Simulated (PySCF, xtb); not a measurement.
Homolysis of single bonds, series B OH-SH. All species are isolated molecules in the gas phase. One relaxed conformer stands for each flexible species; it need not be the lowest. Strings in code marks are SMILES. Quantity: homolytic bond dissociation enthalpy at 298 K (no spin–orbit term). Thermal and zero-point terms are GFN2-xTB rigid-rotor harmonic values (xtb). Level 1: PBE-D3(BJ)/def2-TZVP // CAM-B3LYP-D3(BJ)/def2-TZVP (PySCF). Level 2: CAM-B3LYP-D3(BJ)/def2-TZVP (PySCF).

```
case                                                                                        level 1 (kcal/mol)  level 2 (kcal/mol)
------------------------------------------------------------------------------------------  ------------------  ------------------
S–B bond of `SB(S)S`, giving `S[B]S` (H–S–B–S torsion 0°, S–B–S–H torsion 180°) and `[SH]`                99.7                96.7
B–S bond of `OB(S)S`, giving `O[B]S` (H–O–B–S torsion 0°, O–B–S–H torsion 180°) and `[SH]`               101.5                99.0
B–S bond of `OB(O)S`, giving `O[B]O` (H–O–B–O torsion 0°, O–B–O–H torsion 180°) and `[SH]`               102.5            withheld
O–B bond of `OB(S)S`, giving `S[B]S` (H–S–B–S torsion 0°, S–B–S–H torsion 180°) and `[OH]`               137.3               137.9
O–B bond of `OB(O)O`, giving `O[B]O` (H–O–B–O torsion 0°, O–B–O–H torsion 180°) and `[OH]`               141.5               142.5
O–B bond of `OB(O)S`, giving `O[B]S` (H–O–B–S torsion 0°, O–B–S–H torsion 180°) and `[OH]`               142.5               143.5
```

Q: Fit level 2 = a + b·x to the 5 complete rows by least squares, with x = level 1 in kcal/mol. Give a, b and the rms residual, and predict the withheld value.

A: Means of the 5 rows: x̄ = 124.5, ȳ = 123.92 kcal/mol. Σ(x − x̄)² = 1920.9 and Σ(x − x̄)(y − ȳ) = 2095.5, so b = 1.091 and a = ȳ − b·x̄ = -11.91 kcal/mol. The rms residual is 0.11 kcal/mol. At x = 102.5 the line gives 99.9 kcal/mol. The run for B–S bond of `OB(O)S`, giving `O[B]O` (H–O–B–O torsion 0°, O–B–O–H torsion 180°) and `[SH]` gave 100.4 kcal/mol, so the line is off by 0.5 kcal/mol, more than twice the rms residual.

Codes: PySCF, xtb.
